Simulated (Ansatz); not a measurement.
A nudged elastic band was laid between two geometries of AlFH2 + Cl (5 atoms, charge 0, multiplicity 2).

The calculation used UHF/def2-SVP in Ansatz.

| Property | Result |
| --- | --- |
| movable images | 7 |
| climbing image | yes |
| spring | 5.0 eV/Å² |
| optimiser | quadratic models (default) |
| start path | straight line |
| force threshold | 0.03 eV/Å |
| iteration limit | 60 |
| end points | relaxed |

Initial state:

```xyz
5
Properties=species:S:1:pos:R:3
Al 0.000 0.000 -0.150
F 0.000 0.000 1.508
H 1.395 0.000 -0.862
H -1.395 0.000 -0.862
Cl 0.000 0.000 4.486
```

Final state:

```xyz
5
Properties=species:S:1:pos:R:3
Al 0.000 0.000 -1.288
F 0.000 0.000 4.001
H 1.367 0.000 -2.104
H -1.367 0.000 -2.104
Cl 0.000 0.000 5.616
```

Task: What changes between the two ends?

Result: Bonds broken: Al1–F2. Bonds formed: F2–Cl5. AlFH2 + Cl becomes AlH2 + ClF.

Task: What energy profile does the band end with?

Result: The forces met the threshold. The highest image is number 7 of 0 to 8, 5.36 eV above the first end and 0.23 eV above the last; the last end lies 5.12 eV above the first. Neighbouring images differ by up to 1.3 eV, so the band resolves the path poorly. Another band between the same ends (7 images) ends at a top of the same energy, where a vibrational analysis finds 3 clearly imaginary modes.

| image | path coordinate (Å) | energy (eV) | Al1–F2 (Å) | F2–Cl5 (Å) |
| --- | --- | --- | --- | --- |
| 0 | 0.00 | 0.00 | 1.66 | 2.98 |
| 1 | 0.17 | 0.04 | 1.67 | 2.78 |
| 2 | 0.34 | 0.27 | 1.73 | 2.63 |
| 3 | 0.52 | 1.02 | 1.91 | 2.46 |
| 4 | 0.69 | 2.13 | 2.13 | 2.30 |
| 5 | 0.86 | 3.35 | 2.35 | 2.12 |
| 6 | 1.03 | 4.66 | 2.56 | 1.93 |
| 7 | 1.21 | 5.36 | 2.75 | 1.70 |
| 8 | 3.94 | 5.12 | 5.29 | 1.61 |

Task: What is the geometry of the highest image?

Result: 
```xyz
5
Properties=species:S:1:pos:R:3
Al 0.000 0.000 -0.293
F 0.001 0.000 2.457
H 1.369 0.000 -1.104
H -1.370 0.000 -1.103
Cl 0.000 0.000 4.162
```

The run took 4 min on 1 thread of Arm Neoverse V1, on a shared host, peak memory 0.15 GiB.
